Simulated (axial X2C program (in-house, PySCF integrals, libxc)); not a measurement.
## Worked dissociation energy of O₂⁻: B3LYP, 2c

Calculated with an in-house relativistic program for diatomic molecules. Two-component (2c) means X2C with spin–orbit coupling and atomic mean-field two-electron Coulomb and Gaunt terms. Basis: O dyall-av3z [7s6p3d2f] (cores contracted in-house); Gaussian nuclei, density fitting, unrestricted open shells. Masses: O 15.995 u.

Molecular state: Ω = 3/2 (⟨Sz⟩ = 0.50, ⟨Lz⟩ = 1.00 at B3LYP).

| Item | Value |
| --- | --- |
| E(O-) (2M_J = 1) | -75.211396 hartree |
| E(O) (2M_J = 2) | -75.149548 hartree |
| E(O₂⁻) at Re | -150.512632 hartree |
| ωe | 1163.8 cm⁻¹ |
| ωexe | 7.05 cm⁻¹ |

(1) Work out De and D0.

The state is one determinant whose occupation by symmetry is held fixed; it was picked as the lowest of a PBE0 search that is not exhaustive. Dissociation energies refer to the lowest single-determinant-based atoms at the same level and basis. Density functionals use the spin component along the axis (collinear). In 2c an atomic determinant is not the ground J level, so De misses part of the atomic spin–orbit lowering. This holds for B3LYP. The functionals have no current-density term, which raises determinants with orbital currents, atoms included. The highest occupied level of some functionals is positive through self-interaction error; at Hartree–Fock it is bound.

Each atomic determinant is the lowest at this level and need not be a pure J level. Totals compare only within one Hamiltonian and basis.

## Answers

(1) De = -75.211396 + (-75.149548) − (-150.512632) = 0.15169 hartree = 4.128 eV. The zero-point energy is ωe/2 − ωexe/4 = 580 cm⁻¹ = 0.072 eV, so D0 = 4.056 eV.
